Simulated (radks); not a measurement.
# Si³⁺ in [Ne] 3s0.5 4f0.5: an all-electron calculation

The task here is to estimate one member of a computed series from the others.

Method: scalar-relativistic Kohn-Sham, B86b exchange with PBE correlation, spin-unpolarised, spherical densities, point nucleus. Code: radks (a radial shooting solver on a logarithmic mesh, Libxc functionals) version 1.

## The atom as given

```
element       : silicon (Z = 14)
charge        : +3
electrons     : 11
configuration : [Ne] 3s0.5 4f0.5
```

The first run:

The run's settings:

```text
Z 14
configuration [Ne] 3s0.5 4f0.5 3p0 4s0 3d0 5f0
relativity scalar-relativistic
functional b86_mgc,pbe
spin unpolarised
nucleus point
c 137.035999084
```

One of the session's tables, all rows but one given; the rest of the session is left out.

It belongs to the step «Orbitals and density». Sizes of the orbitals, from the radial functions (bohr):

```
level     <r>  outermost maximum (interpolated)  90 % within  nodes
   1s  0.1112                            0.0726        0.199      0
   2s  0.5651                             0.454        0.890      1
   2p  0.5327                             0.386        0.894      0
   3s       ?                                 ?            ?      ?
   3p   1.999                              1.75         3.01      1
   3d   2.391                              1.99         3.72      0
   4s   3.991                              3.87         5.65      3
   4f   4.793                              4.35         6.90      0
```

Estimate the missing values for 3s.

The run gave: <r>: 1.806; outermost maximum (interpolated): 1.59; 90 % within: 2.67; nodes: 2. In the column «<r>» it lies between 2s (0.5651) and 3p (1.999).
